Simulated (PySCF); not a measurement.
## AlO₂, doublet: computed properties

These are results of UPBE0 in PySCF with Al def2-TZVP, O def2-TZVP; no relativity; density-fitted integrals, not measurements.

The structure is a minimum.

Coordinates in bohr (charge 0 multiplicity 2):
```
Al    0.0000    0.0000   -1.8520
O     1.2530    0.0000    1.5624
O    -1.2530    0.0000    1.5624
```

```
Point group                                                                   : C2v
Bond lengths                                                                  : Al–O 1.925 Å (×2), O–O 1.326 Å
Bond angles                                                                   : Al–O–O 69.8° (×2), O–Al–O 40.3°
Heat capacity Cp at 298.15 K                                                  : 45.3 J/(mol K)
Enthalpy at 298.15 K above 0 K                                                : 11.35 kJ/mol
Principal polarisabilities                                                    : 42.9, 43.4, 45.1 bohr³
Zero-point energy                                                             : 12.9 kJ/mol
Rotational symmetry number                                                    : 2
Lowest empty level (β)                                                        : -3.53 eV
Entropy at 298.15 K and 1 bar (electronic part: spin only)                    : 259.4 J/(mol K)
Rotational constants                                                          : 1.199, 0.3528, 0.2726 cm⁻¹
Dipole moment                                                                 : 0.94 D
Highest occupied level (β)                                                    : -7.00 eV
Principal quadrupole moments (Buckingham, traceless) about the centre of mass : -4.55, 1.15, 3.39 D Å
Spin squared ⟨S²⟩                                                             : 0.758
Atomisation energy without zero-point energy                                  : 784 kJ/mol
```

Harmonic modes (masses in u: Al 26.982, O 15.995):
```
symmetry  ω (cm⁻¹)  IR (km/mol)  μ (u)
      b2       375          7.7  16.84
      a1       536          125  20.51
      a1      1244          1.9  16.01
```

In C2v the vibrations span b2 + 2a1. Here b1 is antisymmetric to the molecular plane and b2 lies in it.

Charges (e):
```
atom  Mulliken  Löwdin  polar tensor  spin (Mulliken)  Mayer order to Al1
 Al1      0.26   -0.05          0.58            -0.04                   –
O2,3     -0.13    0.02         -0.29             0.52                0.57
```
Other Mayer orders above 0.3: O–O 1.26.

Mulliken populations on Al1: s 5.92, p 6.60, d 0.17, f 0.05.

Outer orbital energies (eV). α occupied: -23.52, -14.84, -14.59, -14.02, -9.01, -8.67, -7.03; empty: -1.51, -0.89, 0.83, 2.62. β occupied: -22.19, -14.53, -13.53, -11.92, -8.24, -7.00; empty: -3.53, -1.42, -0.84, 0.86.

Other isomers or separated fragments may lie lower.

The final relaxation and frequency run took 23 s on 2 threads of a shared Intel Xeon 6975P-C (Granite Rapids) host, with 99 basis functions and 9 gradients; the process peaked at 0.9 GiB. Launch command: `OMP_NUM_THREADS=2 python axn.py task.json out`.
